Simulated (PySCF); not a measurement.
All values below come from B3LYP-D3(BJ)/def2-TZVP in PySCF. Gas-phase values, no solvent. B3LYP has the VWN-RPA correlation part, as in Gaussian. Excitations are Tamm–Dancoff values on a coarser integration grid. The basis has no diffuse functions, so Rydberg states are missing or too high.

Reference species (SMILES): `C#N` (neutral, multiplicity 1).

| Property | Result |
|---|---|
| dipole moment | 3.03 D |
| HOMO | -10.16 eV |
| S1 excitation (TDA) | 7.93 eV |

Changed species: `C=CC#N` (X = vinyl; the reference has X = H).

Task: Predict the effect on the dipole moment, HOMO and S1 excitation (TDA).

Result: the dipole moment rises by 0.98 D, to 4.01 D; the HOMO rises by 1.93 eV, to -8.23 eV; the S1 excitation (TDA) drops by 1.80 eV, to 6.13 eV.
